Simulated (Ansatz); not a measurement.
```yaml
atoms:
  - { symbol: N, position_ang: [0.5500, 0.0000, 3.3000] }
  - { symbol: N, position_ang: [-0.5500, 0.0000, 3.3000] }
  - { symbol: N, position_ang: [0.5500, 0.0000, 0.0000] }
  - { symbol: N, position_ang: [-0.5500, 0.0000, 0.0000] }
```

RHF on singlet N4 was run in several spherical basis sets with Ansatz (development build ahead of 0.2.0).

Q: Rank the basis sets by the total energy that they give, lowest first, with the distance from the lowest.
A. 6-31G
B. def2-SVP
C. cc-pVDZ

A: C (0.00 eV), A (4.71 eV), B (5.56 eV).

Totals follow the description of the cores as much as that of the bonds, so this order isn't one of quality for chemistry.
